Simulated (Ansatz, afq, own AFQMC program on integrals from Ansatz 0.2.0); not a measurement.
# Where AFQMC and coupled cluster stand for CH3B, triplet

```yaml
atoms:
  - { symbol: B, position_ang: [-0.0112, 0.0531, 0.7395] }
  - { symbol: C, position_ang: [-0.0112, -0.0988, -0.7493] }
  - { symbol: H, position_ang: [-0.0112, 1.1516, 1.2271] }
  - { symbol: H, position_ang: [-0.0112, -0.9060, 1.4549] }
  - { symbol: H, position_ang: [0.2757, 0.3621, -1.6855] }
```

Connectivity, by distances: BH2–CH.

Basis cc-pVDZ. Only valence electrons are correlated. Integrals, coupled cluster, full CI and functionals: Ansatz 0.2.0; the random walks run on the same integrals in our own AFQMC program. The CISD trial takes its coefficients from CCSD amplitudes. Released means that phaseless walkers are propagated on without the constraint, phases kept. Free AFQMC starts from the CCSD state and is never constrained. Its projection time is finite, and what remains of the start isn't in its error. ± is one standard error of the sampling.

Determinant: ROHF, the one that the program's search chose, which needn't be the lowest solution. The geometry is a point of a scan.

No full CI on the walks' own integrals is used here; CCSDT(Q) serves as the reference and is uncertain by about the last step of the cluster series.

Cautions: lower spins were not checked.

- T1 diagnostic: 0.0222
- weight of the determinant in the CISD state: 0.903
- size of the correlated space: 10 electrons in 41 orbitals

| level | correlation energy (eV) |
| --- | --- |
| MP2 | -4.7166 |
| CCSD | -5.6838 |
| CCSD(T) | -5.8072 |

Question: Estimate where AFQMC with the constraint released lies against CCSD(T) on the same integrals.

Answer: 2.2 ± 1.2 kJ/mol below CCSD(T). The gap is under twice the noise, so this walk alone can't tell the two apart.

Reference: CCSDT(Q), correlation energy -5.836 eV. The released energy is read at 2.40 1/Eh (meV from the phaseless value at times in 1/Eh: -14 ± 9 at 0.24, 3 ± 9 at 0.51, -6 ± 10 at 0.99, -10 ± 11 at 1.62, -2 ± 12 at 2.40).

```
         level  E − E(reference) (kJ/mol)  share of correlation (%)
       CCSD(T)                        2.8                     99.50
         CCSDT                        0.5                     99.91
   ph-AFQMC/HF                  7.6 ± 3.6                     98.65
 ph-AFQMC/CISD                  0.8 ± 1.0                     99.86
released AFQMC                  0.6 ± 1.2                     99.89
    free AFQMC                  0.8 ± 1.0                     99.86
```

Free projections are given only where their last times agree within the noise and don't stop above the reference; a slow remainder of the start can still hide under it. Released energies are given only where the last usable release times agree within the noise; a slower fall can still hide under it.
